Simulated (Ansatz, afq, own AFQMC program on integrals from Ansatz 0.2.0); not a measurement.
# AFQMC, coupled cluster and functionals along a coordinate of CH₄ + S, triplet

```xyz
6

C    -2.1229    0.0000    0.0000
H    -2.4861    1.0273    0.0000
H    -2.4861   -0.5137    0.8897
H    -2.4861   -0.5137   -0.8897
H    -1.0333    0.0000    0.0000
S     1.0621    0.0000    0.0000
```

A hydrogen atom is moved from one rigid fragment to the other; the C1–H5 distance tells how far. The two fragments are held close together, so this isn't a minimum-energy path and the start is a compressed complex. Energies in kJ/mol count from this geometry (1.090 Å) at the same level; the start stands on UHF, each point on the determinant named.

Basis cc-pVTZ. Only valence electrons are correlated. Integrals, coupled cluster, full CI and functionals: Ansatz 0.2.0; the random walks run on the same integrals in our own AFQMC program. The CISD trial takes its coefficients from CCSD amplitudes. Released means that phaseless walkers are propagated on without the constraint, phases kept. ± is one standard error of the sampling.

Cautions, each for one point or more: lower spins were not checked; the ph-AFQMC/CISD walk drifts between its halves; unrestricted determinant slightly spin contaminated.

```csv
r(C1–H5) / Å,det.,T1,weight,⟨S²⟩,CCSD(T),ph-AFQMC/CISD,CCSD,wB97M-V
1.294,UHF,0.012,0.86,2.03,49.4,49.9 ± 0.8,52.3,46.4
1.396,UHF,0.015,0.85,2.05,85.1,85.4 ± 0.8,89.6,80.0
1.498,UHF,0.019,0.85,2.08,112.9,112.6 ± 0.8,118.4,105.9
1.601,UHF,0.018,0.85,2.07,125.8,124.0 ± 0.7,130.7,117.4
```

Weight is that of the determinant in the CISD state; at the start T1 is 0.010 and the weight 0.87, and ⟨S²⟩ is 2.01. Largest departures from phaseless AFQMC with a CISD trial: CCSD(T) 1.8 kJ/mol at 1.601 (on UHF), CCSD 6.7 kJ/mol at 1.601 (on UHF), wB97M-V -6.7 kJ/mol at 1.498. The walk's constraint bias lies outside its error bars, so these are departures and not errors. Functionals count only at points shown to share the start's state and spin.

Some points may be missing: those where a free walk finds a much lower state, and past Zn most of those on another determinant than at the start.

A walk keeps the symmetry of its determinant, which the program's search chose and which needn't be the lowest solution, so a lower state of the same spin and another symmetry isn't excluded.
